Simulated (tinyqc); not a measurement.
CIS on RHF in the sto-6g basis, frozen core, for HF, spin multiplicity 1, step by step. One step of it, computed by the program tinyqc.

Question. CIS matrix, singlets. A(ia,jb) = (e_a - e_i) d_ij d_ab + 2 (ia|jb) - (ij|ab).

orbital energies (hartree): MO1 -26.258448, MO2 -1.436502, MO3 -0.516654, MO4 -0.471450, MO5 -0.471450, MO6 0.403564

Two-electron integrals over orbitals (pq|rs), unique and non-zero (hartree); the lowest 1 orbital is frozen and left out:
```
(22|22) 0.871932    (32|22) -0.042875   (32|32) 0.141499    (33|22) 0.711035
(33|32) -0.021262   (33|33) 0.697903    (42|42) 0.188165    (43|42) -0.031003
(43|43) 0.037870    (44|22) 0.894197    (44|32) -0.069620   (44|33) 0.698094
(44|44) 0.998085    (52|52) 0.188165    (53|52) -0.031003   (53|53) 0.037870
(54|54) 0.053789    (55|22) 0.894197    (55|32) -0.069620   (55|33) 0.698094
(55|44) 0.890506    (55|55) 0.998085    (62|22) -0.097116   (62|32) -0.070861
(62|33) -0.025731   (62|44) -0.095071   (62|55) -0.095071   (62|62) 0.091687
(63|22) -0.222281   (63|32) 0.084819    (63|33) -0.101055   (63|44) -0.234520
(63|55) -0.234520   (63|62) 0.041899    (63|63) 0.219001    (64|42) -0.031579
(64|43) -0.020923   (64|64) 0.029306    (65|52) -0.031579   (65|53) -0.020923
(65|65) 0.029306    (66|22) 0.648776    (66|32) 0.052274    (66|33) 0.656511
(66|44) 0.629851    (66|55) 0.629851    (66|62) -0.057715   (66|63) -0.020877
(66|66) 0.688106
```

Give: CIS matrix A, singlet.

Answer.

CIS matrix A, singlet (hartree):
```
        2>6     3>6     4>6     5>6
2>6  1.3747  0.0315  0.0000  0.0000
3>6  0.0315  0.7017  0.0000  0.0000
4>6  0.0000  0.0000  0.3038  0.0000
5>6  0.0000  0.0000  0.0000  0.3038
```
